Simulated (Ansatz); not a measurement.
# AlH (triplet): the correlation ladder, cc-pVQZ

The task here is to estimate one member of a computed series from the others.

Method: cc-pVQZ, core rule «outside noble gas», up to 5 orbitals frozen; program: Ansatz 0.2.0, Gaussian basis.

The runs, in order: UHF; CCSD(T) on ROHF; CCSD(T) on UHF; BCCD(T) on ROHF; CCSDT(Q) on ROHF; CCSDT(Q) on UHF; Full CI.

10 further runs of the same task are left out: 2 for a known fault of the program, 2 that didn't finish, 6 set aside as unsound or not needed.

### What is computed

The geometry is a PBE0/def2-TZVP stationary point (not a proven minimum) of the parent state, kept for this charge and spin.

2 atoms, charge 0, spin multiplicity 3.

Atoms are counted from 1 here; the program's logs count them from 0.

Bond lengths: Al1–H2 1.665 Å.

The first run:

in.yaml reads:

```yaml
crystal:
  periodic: [false, false, false]
  atoms:
    - {symbol: Al, position_ang: [0.000000, 0.000000, 0.000000]}
    - {symbol: H, position_ang: [0.000000, 0.000000, 1.664886]}
basis:
  gaussian: {orbitals: cc-pVQZ}
magnetization: {spin_polarized: true, initial_magnetization: 2}
hamiltonian: {xc: hf}
output: {orbitals: {seedname: orbitals}}
```

Run with:

```
$ ansatz run in.yaml --threads 1 --pin off --events-out ev --progress --plain --max-ram 2393MiB
```

Among the steps run: UHF; CCSD(T) on ROHF; CCSD(T) on UHF; BCCD(T) on ROHF; CCSDT(Q) on ROHF; CCSDT(Q) on UHF; Full CI.

One of the session's tables, all rows but one given; the rest of the session is left out.

| method | from FCI (kJ/mol) |
| --- | --- |
| ROHF | ? |
| UHF | +159.8 |
| RMP2 | +44.4 |
| UMP2 | +42.7 |
| RCCSD | +6.4 |
| UCCSD | +6.0 |
| RCCSD(T) | +1.7 |
| UCCSD(T) | +1.6 |
| BCCD(T) | +1.6 |
| RCCSDT | +0.1 |
| UCCSDT | 0.0 |
| RCCSDT(Q) | 0.0 |
| UCCSDT(Q) | -0.1 |
| FCI | 0 |

Q: Estimate the row for ROHF from the others.

The run gave: from FCI (kJ/mol): +164.7. In the column «from FCI (kJ/mol)» it is the highest.

Caveats from the session: Levels on UHF freeze UHF's core orbitals, full CI those of ROHF, so the U rows can settle a little off it for that reason alone. Restricted and unrestricted rows rest on different reference determinants; where their highest levels disagree by more than a few hundredths of an eV, they describe different states and don't form one ladder.
